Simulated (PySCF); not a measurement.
Gas-phase reaction: H3SiPH2 + SiH3 = P + 2 SiH4

Method: PySCF energies (xtb for GFN2) plus ideal-gas RRHO corrections (1 bar). † marks an energy on the PBE0/def2-TZVP geometry and frequencies; other levels use their own. 6-31G* has spherical d functions here. Open shells (unrestricted): SiH3 (multiplicity 2), P (multiplicity 4); the rest are closed-shell singlets. GFN2 has no spin-polarisation term.

| level | ΔH°(298 K), kJ |
|---|---|
| BLYP/def2-TZVP† | [?] |
| GFN2-xTB | 199 |
| HF/6-31G* | [?] |
| M06-2X/def2-TZVP† | 168 |
| PBE/def2-SVP | 179 |
| PBE0/def2-SVP† | 163 |
| PBE0/def2-TZVP | [?] |
| r2SCAN/def2-TZVP† | 172 |
| ωB97M-V/def2-TZVP† | [?] |

Task: What belongs in the gaps?

Result: 
- BLYP/def2-TZVP†, ΔH°(298 K), kJ: 156
- HF/6-31G*, ΔH°(298 K), kJ: 0
- PBE0/def2-TZVP, ΔH°(298 K), kJ: 171
- ωB97M-V/def2-TZVP†, ΔH°(298 K), kJ: 162
